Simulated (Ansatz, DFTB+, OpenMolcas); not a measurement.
## Relative energies of C3H3 isomers

2 of its isomers, all doublets with charge 0: A = propargyl radical `[CH]=C=C`; B = cyclopropenyl radical `[CH]1C=C1`.

Shapes, held fixed at every level: PBE0-D4/def2-TZVP. Programs: Ansatz 0.2.0, DFTB+ 25.1, OpenMolcas 26.06.

A:

```xyz
6

C    -1.2974   -0.3720   -0.6607
C    -0.2433   -0.0698   -0.1240
C     0.9337    0.2678    0.4753
H    -2.2160   -0.6357   -1.1281
H     1.8651    0.2344   -0.0758
H     0.9580    0.5754    1.5132
```

B:

```xyz
6

C    -0.6725   -0.5115   -0.3892
C     0.5696    0.2367   -0.4493
C     0.1545   -0.1206    0.7375
H    -1.6842   -0.2005   -0.6494
H     1.3154    0.7277   -1.0519
H     0.3172   -0.1318    1.8023
```

Enthalpies at 298 K in kJ/mol, with harmonic thermal terms from PBE0-D4/def2-TZVP. Measured gas-phase heats of formation: A Active Thermochemical Tables; B Active Thermochemical Tables.

**Question.** From chemical knowledge, estimate the order of stability.

**Answer.** A < B in rising energy, over a span of 135 kJ/mol, by experiment. All levels agree on that. Absolute errors: B2PLYP/def2-TZVPP 1.7; BLYP/def2-SVPD 2.2; BHLYP-D4/def2-TZVPP 3.3; B3LYP-D4/def2-TZVPP 6.0; BHLYP/def2-SVPD 7.2; HF/def2-SVPD 11.6; TPSS/def2-SVPD 20.7; M06-L/def2-SVPD 30.6; DFTB2-D4 62.1 kJ/mol. Spin contamination: C3H3 (propargyl radical) (⟨S²⟩ up to 0.96). Open shells run unrestricted unless RO is named. DFTB2-D4 strays far from the other rows.

```csv
level,kind,B − A
DFTB2-D4,semi-empirical,+197.4
HF/def2-SVPD,Hartree–Fock,+146.9
BLYP/def2-SVPD,GGA,+137.5
M06-L/def2-SVPD,meta-GGA,+104.7
TPSS/def2-SVPD,meta-GGA,+114.6
BHLYP/def2-SVPD,global hybrid,+128.1
B3LYP-D4/def2-TZVPP,global hybrid,+141.3
BHLYP-D4/def2-TZVPP,global hybrid,+138.6
B2PLYP/def2-TZVPP,double hybrid,+137.0
measured,experiment,+135.3
```
